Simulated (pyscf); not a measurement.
PySCF, gas phase, ωB97X-D3(BJ)/def2-SVP geometries.

Problem. What is the homolytic dissociation enthalpy (298 K, ωB97M-D3(BJ)/def2-TZVP) of the Ge–N bond of H₂N–Ge(OH)(OH)–OH, to NH₂• + HO–Ge•(OH)–OH?

Solution. Ge–N to NH₂• + HO–Ge•(OH)–OH: 91.1 kcal/mol. The 7 functionals that were run give +84.9 (PBE) to +95.3 kcal/mol (M06-2X). Other isomers of HO–Ge•(OH)–OH were not searched in full and may lie lower. Elements up to Kr have no core potential and no relativistic terms here.
